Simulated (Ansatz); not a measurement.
## Energy profile

The step: CH₄AlCl ([CH3][AlH][Cl]) → AlCl + CH₄; bonds formed: C2–H3; bonds broken: Al1–C2, Al1–H3 (atoms numbered as in the saddle structure below).

```json
{"atom": "Al1", "x (Å)": "-0.6996", "y (Å)": "-1.3187", "z (Å)": "0.0571"}
{"atom": "C2", "x (Å)": "0.1854", "y (Å)": "0.6531", "z (Å)": "-0.2245"}
{"atom": "H3", "x (Å)": "-1.0222", "y (Å)": "-0.2584", "z (Å)": "-1.0574"}
{"atom": "Cl4", "x (Å)": "0.3594", "y (Å)": "-1.9136", "z (Å)": "1.7706"}
{"atom": "H5", "x (Å)": "1.2385", "y (Å)": "0.3537", "z (Å)": "-0.2992"}
{"atom": "H6", "x (Å)": "-0.0327", "y (Å)": "1.0955", "z (Å)": "0.7554"}
{"atom": "H7", "x (Å)": "-0.0288", "y (Å)": "1.3884", "z (Å)": "-1.0020"}
```

Electronic energies by CCSD(T) at an estimated basis limit (MP2 extrapolated from triple and quadruple zeta, plus CCSD(T) − MP2 in triple zeta), on PBE0-D4/def2-TZVP structures; CH4AlCl, closed shell; no counterpoise correction. Computed with Ansatz 0.2.0 (basis: def2-TZVPP and def2-QZVPP); correlated methods freeze the cores. Extrapolation: Hartree–Fock as exp(−7.88 √X), correlation as X^−2.97.

(1) Give the profile in eV, counted from the start structure. (To be estimated.)

The T1 diagnostic stays at or below 0.016. The restricted Hartree–Fock reference is unstable towards an unrestricted one at one or more of these structures. A large double-excitation amplitude points to some diradical character; no triplet was computed. The end structure is not quite a true minimum (one mode of 33i cm⁻¹).

Results:

(1) Computed:
```tsv
point	eV
start structure	0.000
saddle	3.524
end structure	0.509
separated: AlCl (linked as [Al][Cl]; Al1, Cl4; singlet) + CH4 (C2, H3, H5, H6, H7; singlet)	0.546
```

For scale, one of the runs: CCSD(T)/def2-TZVPP, 171 basis functions, launched by `ansatz run in.yaml --threads 2 --pin off --events-out ev --progress --plain --max-ram 4352MiB`. The run took 39 s on 2 CPU threads of an Arm Neoverse N1 (shared host), with 1.3 GiB of host memory at its peak.
